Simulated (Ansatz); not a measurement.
Reaction: SiNH4F (SMILES N[SiH2]F) → SiH2F (SMILES [SiH2]F, doublet) + NH2 (SMILES [NH2], doublet) (the N-Si bond breaks)
Each species at its own B3LYP-D3(BJ)/def2-TZVP minimum (Ansatz, a first-principles code), one conformer.

Quantity: bond dissociation energy (electronic), in kJ/mol. Radicals and triplets start from unrestricted determinants; spin-orbit coupling is neglected. CBS(X,Y): correlation extrapolated as X^-3, Hartree-Fock from the larger set. A bracket is a step between two methods taken in the basis named. Functionals run without relativity, which enters their misses. '+ core + X2C': CCSD(T) terms for core correlation (cc-pwCVTZ, 1s frozen past Ne) and scalar relativity (cc-pVTZ-DK).

CCSD(T)/CBS(cc-pV(T+d)Z,cc-pV(Q+d)Z) + [CCSDT(Q) - CCSD(T)]/cc-pV(D+d)Z + core + X2C (Ansatz) gives 498.1 kJ/mol.

**Question.** What does PBE/def2-TZVPD (Ansatz) give here, and how do the other levels compare?

**Answer.** PBE gives 466.4 kJ/mol, 31.7 kJ/mol below it. Differences of the others: r2SCAN/def2-TZVPD (Ansatz) -37.4; B3LYP/def2-TZVPD (Ansatz) -36.9; PBE0/def2-TZVPD (Ansatz) -30.0; CCSD(T)/CBS(cc-pV(T+d)Z,cc-pV(Q+d)Z) + core + X2C (Ansatz) 0.1 kJ/mol. Nearer than PBE: PBE0/def2-TZVPD, CCSD(T)/CBS(cc-pV(T+d)Z,cc-pV(Q+d)Z) + core + X2C.
